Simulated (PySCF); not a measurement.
**ClF3: relaxation and vibrations of the singlet**

Aim: relax ClF3 as a singlet from a hand-made trigonal planar geometry, check by its vibrations whether the end is a minimum, and collect its spectrum and constants.

Method: PBE0, basis Cl def2-SVP, F def2-SVP, no relativity, density fitting; program: PySCF 2.14.0.

### Step 1. Starting geometry

4 atoms, charge 0, spin multiplicity 1.

Bond lengths: Cl1–F2 1.630 Å, Cl1–F3 1.630 Å, Cl1–F4 1.630 Å. Angles: F2–Cl1–F3 120.0°, F2–Cl1–F4 120.0°, F3–Cl1–F4 120.0°.

Z-matrix (Å, degrees; charge 0 multiplicity 1):
```
Cl
F  1 1.6300
F  1 1.6300 2 120.00
F  1 1.6300 2 120.00 3 180.00
```

### Step 2. Relaxation: trigonal planar start, singlet

One driver script runs all steps and calls PySCF; scf.py shows how it sets up the SCF of each step. The optimiser is the driver's own. Before each start the driver seeks the lowest SCF state from one or more starting densities and follows internal instabilities, so scf.py alone need not reach the same state.

The program finds D3h symmetry in the start, which this walk keeps.

Contents of scf.py:

```python
from pyscf import gto, scf, dft
mol = gto.M(atom='''
Cl     0.000000    -0.000000     0.000000
F      1.629988     0.000011    -0.000000
F     -0.815003     1.411605    -0.000000
F     -0.814985    -1.411616     0.000000''',
    basis={'Cl': 'def2-SVP', 'F': 'def2-SVP'},
    charge=0, spin=0)
mf = dft.RKS(mol, xc='PBE0')
mf.grids.atom_grid = (50, 194)
aux = {'Cl': 'def2-universal-JKFIT', 'F': 'def2-universal-JKFIT'}
mf = mf.density_fit(auxbasis=aux)
mf.kernel()
```

The runs that follow: Frequencies; Leaving the saddle point; Vibrations and properties at this point.

What does the calculation give? Wanted: minimum; geometry; wavenumbers; dipole moment; highest occupied, lowest empty level; polar-tensor charge of Cl1; zero-point energy; atomisation energy.

As calculated:

| quantity | value |
| --- | --- |
| minimum | singlet, C2v |
| geometry | Cl–F 1.631 Å, Cl–F 1.716 Å (×2); F–Cl–F 86.9° (×2), F–Cl–F 173.8° |
| wavenumbers (cm⁻¹) | 324 (b1), 326 (a1), 396 (b2), 531 (a1), 724 (b2), 750 (a1) |
| dipole moment | 0.94 D |
| highest occupied, lowest empty level | -9.76, -3.96 eV |
| polar-tensor charge of Cl1 | +1.57 e |
| zero-point energy | 18.2 kJ/mol |
| entropy at 298.15 K | 283.1 J/(mol K) |
| atomisation energy (no zero-point energy) | 441 kJ/mol |

**Reading.** From D3h at the start the molecule goes to a C2v minimum, after a first stop at a second-order saddle point 84.8 kJ/mol higher, from which it was pushed off along an imaginary mode. In the infrared the band at 724 cm⁻¹ (b2, stretch) leads. Other starts or spin states, not run here, may lie lower.
